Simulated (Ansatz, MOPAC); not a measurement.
Reaction (SMILES): C=C=O -> [CH]=C=O + H atom (the C-H bond breaks)

Wanted: bond dissociation energy (enthalpy at 298 K), in kcal/mol. Terms: no dispersion term unless named; PM7 with its own dispersion and hydrogen-bond terms; valence correlation only; six Cartesian d functions in 6-31G* and its kin unless marked 5d; 6-311+G** with 5d; no spin-orbit coupling; UHF or UKS for open shells; non-relativistic; LANL2DZ all-electron up to Ne. First-principles rows: single points at B3LYP-D3(BJ) geometries (Ansatz, a first-principles code), with unscaled harmonic terms from B3LYP/6-31G* at its own minima. Semi-empirical rows: MOPAC heats of formation at their own minima for 298 K. A UHF reference is markedly spin-contaminated in at least one set, which strains HF and MP2.

Measured values: Active Thermochemical Tables 1.112 (ions: stationary electron), as tabulated in the package chemicals; they hold spin-orbit and core effects, anharmonicity. 

Value to compare with, the measured value: 106.2 kcal/mol.

```json
[
 {"level": "AM1", "program": "MOPAC", "bond dissociation energy (enthalpy at 298 K) (kcal/mol)": "99.3", "error": "-6.9"},
 {"level": "PM3", "program": "MOPAC", "bond dissociation energy (enthalpy at 298 K) (kcal/mol)": "97.7", "error": "-8.5"},
 {"level": "PM7", "program": "MOPAC", "bond dissociation energy (enthalpy at 298 K) (kcal/mol)": "103.7", "error": "-2.5"},
 {"level": "HF/3-21G", "program": "Ansatz", "bond dissociation energy (enthalpy at 298 K) (kcal/mol)": "85.5", "error": "-20.7"},
 {"level": "HF/6-31G*", "program": "Ansatz", "bond dissociation energy (enthalpy at 298 K) (kcal/mol)": "84.4", "error": "-21.8"},
 {"level": "HF/6-311+G**", "program": "Ansatz", "bond dissociation energy (enthalpy at 298 K) (kcal/mol)": "84.4", "error": "-21.8"},
 {"level": "PBE/STO-3G", "program": "Ansatz", "bond dissociation energy (enthalpy at 298 K) (kcal/mol)": "123.3", "error": "17.1"},
 {"level": "PBE/3-21G", "program": "Ansatz", "bond dissociation energy (enthalpy at 298 K) (kcal/mol)": "104.3", "error": "-1.9"},
 {"level": "PBE/6-31G*", "program": "Ansatz", "bond dissociation energy (enthalpy at 298 K) (kcal/mol)": "101.4", "error": "-4.8"},
 {"level": "BLYP/6-31G*", "program": "Ansatz", "bond dissociation energy (enthalpy at 298 K) (kcal/mol)": "100.1", "error": "-6.1"},
 {"level": "B3LYP/STO-3G", "program": "Ansatz", "bond dissociation energy (enthalpy at 298 K) (kcal/mol)": "124.9", "error": "18.7"},
 {"level": "B3LYP/6-31G*", "program": "Ansatz", "bond dissociation energy (enthalpy at 298 K) (kcal/mol)": "103.1", "error": "-3.1"},
 {"level": "B3LYP/6-31+G*", "program": "Ansatz", "bond dissociation energy (enthalpy at 298 K) (kcal/mol)": "103.2", "error": "-3.0"},
 {"level": "MP2/LANL2DZ", "program": "Ansatz", "bond dissociation energy (enthalpy at 298 K) (kcal/mol)": "103.7", "error": "-2.5"},
 {"level": "wB97M-V/def2-TZVPD", "program": "Ansatz", "bond dissociation energy (enthalpy at 298 K) (kcal/mol)": "105.8", "error": "-0.4"}
]
```

2 of the 14 habitual levels lie above the measured value; their mean absolute error is 10.0 kcal/mol, the median 6.5.

The levels are drawn from those run, B3LYP/6-31G* more often than the rest, none by its result; runs whose electronic state is in doubt are left out.
